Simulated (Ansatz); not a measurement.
`C=C=C(O)CO` and `C=C=CCO` differ in one atom or group.

Ansatz, PBE0-D4/def2-TZVP geometries, multiplicity 1. Each molecule was computed in one conformer, which needn't be the lowest.

| property | `C=C=C(O)CO` |
| --- | --- |
| HOMO–LUMO gap (ωB97M-V/def2-TZVPP) / eV | 10.64 |
| HOMO energy (PBE/def2-TZVPP) / eV | -5.50 |
| HOMO–LUMO gap (PBE/def2-TZVPP) / eV | 4.19 |
| size of the dipole moment (PBE/def2-TZVPP) / D | 2.02 |
| size of the dipole moment (B3LYP/def2-TZVPP) / D | 2.15 |
| LUMO energy (B3LYP/def2-TZVPP) / eV | -0.58 |

Question: What does the change do to each property? (Best estimate.)

Answer: The calculation gave: 
```json
{"property": "HOMO–LUMO gap (ωB97M-V/def2-TZVPP) / eV", "`C=C=CCO`": "11.86", "shift": "1.22"}
{"property": "HOMO energy (PBE/def2-TZVPP) / eV", "`C=C=CCO`": "-6.17", "shift": "-0.67"}
{"property": "HOMO–LUMO gap (PBE/def2-TZVPP) / eV", "`C=C=CCO`": "5.27", "shift": "1.08"}
{"property": "size of the dipole moment (PBE/def2-TZVPP) / D", "`C=C=CCO`": "1.42", "shift": "-0.60"}
{"property": "size of the dipole moment (B3LYP/def2-TZVPP) / D", "`C=C=CCO`": "1.54", "shift": "-0.61"}
{"property": "LUMO energy (B3LYP/def2-TZVPP) / eV", "`C=C=CCO`": "-0.16", "shift": "0.42"}
```

With PBE0 the HOMO falls by 0.78 eV and the LUMO rises by 0.42 eV, so the gap widens by about 1.20 eV. PBE moves the HOMO by -0.67 eV and ωB97M-V by -0.81 eV. Dipoles are sizes alone; their direction can turn.

B3LYP here is the variant with VWN-RPA as its local correlation; programs differ in this.
